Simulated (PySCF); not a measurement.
**SiF₂: structure of the singlet**

Where does singlet SiF₂ go from a bent start, is the end point a minimum, and what are its modes, charges and moments?

The runs use PySCF 2.14.0; PBE0, basis Si def2-TZVP, F def2-TZVP, no relativity, density fitting.

### 1 The system as given

3 atoms, charge 0, spin multiplicity 1.

Bond lengths: Si1–F2 1.800 Å, Si1–F3 1.800 Å. Angles: F2–Si1–F3 110.0°.

```xyz
3
charge 0 multiplicity 1
Si    0.0000    0.0000    0.0000
F     1.4745    0.0000    1.0324
F    -1.4745    0.0000    1.0324
```

### 2 The SCF at the typed geometry

The steps below are one call of a driver around PySCF. For each, scf.py gives the equivalent set-up of the SCF; relaxations use the driver's own optimiser. After this first run the driver tries any further starts and a stability analysis.

Input file scf.py:

```python
from pyscf import gto, scf, dft
mol = gto.M(atom='''
Si     0.000000     0.000000     0.000000
F      1.474500     0.000000     1.032400
F     -1.474500     0.000000     1.032400''',
    basis={'Si': 'def2-TZVP', 'F': 'def2-TZVP'},
    charge=0, spin=0)
mf = dft.RKS(mol, xc='PBE0')
mf.grids.atom_grid = (50, 194)
aux = {'Si': 'def2-universal-JKFIT', 'F': 'def2-universal-JKFIT'}
mf = mf.density_fit(auxbasis=aux)
mf.conv_tol = 1e-08
mf.diis_space = 10
mf.max_cycle = 60
mf.init_guess = 'minao'
mf.verbose = 4
mf.kernel()
```

The run is started by

```console
OMP_NUM_THREADS=2 python axn.py task.json out
```

After this run come: Relaxation: bent start, singlet; Frequencies.

**Question.** What will these runs give? Wanted: minimum; geometry; wavenumbers; dipole moment; highest occupied, lowest empty level; polar-tensor charge of Si1; zero-point energy; atomisation energy.

**Answer**, as computed:

| quantity | value |
| --- | --- |
| minimum | singlet, C2v |
| geometry | Si–F 1.601 Å (×2); F–Si–F 100.6° |
| wavenumbers (cm⁻¹) | 337 (a1), 855 (a1), 872 (b2) |
| dipole moment | 1.09 D |
| highest occupied, lowest empty level | -8.30, -2.13 eV |
| polar-tensor charge of Si1 | +1.09 e |
| zero-point energy | 12.3 kJ/mol |
| entropy at 298.15 K | 256.9 J/(mol K) |
| atomisation energy (no zero-point energy) | 1203 kJ/mol |

The bent start keeps its C2v symmetry and ends in a minimum. In the infrared the band at 872 cm⁻¹ (b2, stretch) leads. Only this shape and spin were tried, so other structures or states may lie lower.
